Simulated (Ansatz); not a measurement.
**One shape, several levels: HS− (SMILES [SH-])**

Wanted: a comparison of 6 runs (UPBE0/3-21G, r2SCAN/3-21G, wB97X/3-21G, B2PLYP/cc-pVDZ, BLYP/cc-pVDZ, CCSD/3-21G) of HS−. 

The calculation is run with Ansatz 0.2.0.

3 further runs of the same task are left out: 2 that didn't finish, 1 set aside as unsound or not needed.

### 1 The structure to begin with

HS− has 2 atoms, charge -1, and is taken as a singlet. SMILES: `[SH-]`. The H2–S1 distance was set to 3.365 Å, away from the relaxed value.

### 2 The energy at UPBE0/3-21G (run 1)

Input file input.yaml:

```yaml
basis:
  gaussian:
    orbitals: 3-21G.json
crystal:
  periodic: [false, false, false]
  atoms:
    - {symbol: S, position_ang: [2.298785, -0.751595, 1.181992]}
    - {symbol: H, position_ang: [-0.574700, 0.187900, -0.295500]}
total_charge: -1
magnetization:
  spin_polarized: true
hamiltonian:
  xc: pbe0
accuracy: high
```

The basis set 3-21G is read from a file made from the Basis Set Exchange's data (not shown).

On the command line:

```
$ ansatz run input.yaml --threads 1 --pin off --max-ram 2610MiB --events-out events.jsonl --progress --plain --runs-dir runs
```

Standard output:

```text
Warning: RAYON_NUM_THREADS=1 ignored (pool sized by the plan → 1); use --threads N
Functional definition: PBE0
  name "PBE0"
  parameter a = 0.25
  parameter kappa = 0.804
  parameter beta = 0.06672455060314922
  exchange = (1 - a)*pbe_x(kappa = kappa, mu = beta*pi^2/3) + a*exact_x
  correlation = pbe_c(beta = beta)
258 factors; integrals over basis functions are off by at most 5.2e-9 eV
mean field evaluation 1: about -10785.1768 eV, gradient 1.7e1 eV
mean field evaluation 2: about -10771.3062 eV, gradient 3.5e1 eV
mean field evaluation 4: about -10789.1135 eV, gradient 7.2e0 eV
mean field evaluation 8: about -10789.6634 eV, gradient 3.8e0 eV
mean field evaluation 16: about -10789.8474 eV, gradient 7.9e-4 eV
mean field evaluation 32: about -10790.9219 eV, gradient 1.4e-2 eV
mean field evaluation 64: about -10790.8938 eV, gradient 1.2e-7 eV
mean field evaluation 96: about -10790.8910 eV, gradient 1.8e0 eV
mean field -10790.92188276 eV, -396.5590648419 hartree, gradient 1.7e-8 eV, S^2 0.988336; 12 other end points of the search recorded, 0 dependent functions left out
reference -10790.92188416 eV, -396.5590648933 hartree; 9, 9 occupied and 6, 6 virtual orbitals, 258 factors
Total energy: -10790.92188416 eV, -396.5590648933 hartree
```

It took 3.3 s on 1 thread of Arm Neoverse V2, shared host.

### 3 The energy at r2SCAN/3-21G (run 2)

Input file run.yaml:

```yaml
crystal:
  periodic: [false, false, false]
  atoms:
    - symbol: S
      position_ang: [2.298785, -0.751595, 1.181992]
    - symbol: H
      position_ang: [-0.574700, 0.187900, -0.295500]
basis:
  gaussian:
    orbitals: 3-21G.json
total_charge: -1
hamiltonian:
  xc: r2scan
accuracy: high
```

The basis set 3-21G is read from a file made from the Basis Set Exchange's data (not shown).

On the command line:

```
$ ansatz run run.yaml --threads 1 --pin off --max-ram 2610MiB --events-out events.jsonl --progress --plain --runs-dir runs
```

Standard output:

```text
Warning: RAYON_NUM_THREADS=1 ignored (pool sized by the plan → 1); use --threads N
Functional definition: r2SCAN
  name "r2SCAN"
  parameter k0 = 0.174
  parameter k1 = 0.065
  parameter a1 = 4.9479
  exchange = r2scan_x(k0 = k0, k1 = k1, a1 = a1)
  correlation = r2scan_c
258 factors; integrals over basis functions are off by at most 5.2e-9 eV
mean field evaluation 1: about -10786.9664 eV, gradient 2.6e1 eV
mean field evaluation 2: about -10772.2131 eV, gradient 5.4e1 eV
mean field evaluation 4: about -10786.5769 eV, gradient 1.9e1 eV
mean field evaluation 8: about -10792.5797 eV, gradient 1.1e-4 eV
mean field evaluation 16: about -10787.0868 eV, gradient 1.5e1 eV
mean field -10792.57974604 eV, -396.6199901937 hartree, gradient 5.2e-8 eV, S^2 0.000000; 1 other end points of the search recorded, 0 dependent functions left out
reference -10792.57974641 eV, -396.6199902071 hartree; 9, 9 occupied and 6, 6 virtual orbitals, 258 factors
Total energy: -10792.57974641 eV, -396.6199902071 hartree
```

It took 0.96 s on 1 thread of Arm Neoverse V2, shared host.

Runs 3 to 5 aren't shown in full; the table further down has their settings and results.

### 4 The energy at CCSD/3-21G (run 6)

Input file in.yaml:

```yaml
crystal:
  periodic: [false, false, false]
  atoms:
    - symbol: S
      position_ang: [2.298785, -0.751595, 1.181992]
    - symbol: H
      position_ang: [-0.574700, 0.187900, -0.295500]
basis:
  gaussian: {orbitals: 3-21G.json}
total_charge: -1
correlation: {method: ccsd, frozen_orbitals: {H: 0, S: 5}}
accuracy: high
scf: {omitted_lower_state_checks: [cluster_reference, increment]}
```

The basis set 3-21G is read from a file made from the Basis Set Exchange's data (not shown).

On the command line:

```
$ ansatz run in.yaml --threads 1 --pin off --max-ram 2610MiB --events-out events.jsonl --progress --plain --runs-dir runs
```

Standard output:

```text
Warning: RAYON_NUM_THREADS=1 ignored (pool sized by the plan → 1); use --threads N
[... 12 lines left out ...]
5 core orbitals not correlated: weight in the atoms' cores, before any rotation towards them, 1.000 or more for the frozen orbitals, at most 0.000 for the correlated occupied ones
[... 31 lines left out ...]
WARN: these amplitudes may be one of several solutions (largest doubles amplitude 0.80, level shift 4.83 eV)
Total energy: -10778.34876173 eV, -396.0970111665 hartree
Checks for a lower state left out: cluster_reference, increment
```

Wall time 0.14 s (1 thread of Arm Neoverse V2, shared host).

### 5 The series

| run | level | frozen core orbitals | energy (Eh) | wall time |
| --- | --- | --- | --- | --- |
| 1 | UPBE0/3-21G | – | -396.559065 | 3.3 s |
| 2 | r2SCAN/3-21G | – | -396.619990 | 0.96 s |
| 3 | wB97X/3-21G | – | -396.636235 | 1.5 s |
| 4 | B2PLYP/cc-pVDZ | 5 | -398.496589 | 0.7 s |
| 5 | BLYP/cc-pVDZ | – | -398.651769 | 0.62 s |
| 6 | CCSD/3-21G | 5 | -396.097011 | 0.14 s |

### 6 What came out

```
                                          quantity          value
                               run 6: total energy  -396.09701 Eh
run 6: correlation energy (5 core orbitals frozen)     -142.3 mEh
                              run 6: T1 diagnostic          0.131
```

**Reading.** Totals of different functionals can't be ranked against each other. In run 6 the T1 diagnostic is large, so a single reference may not serve. In runs 4, 6 the log says that unrestricted orbitals would lower the reference, so the values rest on an unstable closed-shell determinant (other closed-shell runs at this shape may share the fault). Spin contamination of the reference: run 1 ⟨S²⟩ = 0.99. Where it is this large, the reference is a mixture of spin states, and values that rest on it are in doubt. All runs together took 7.2 s, the longest 3.3 s.
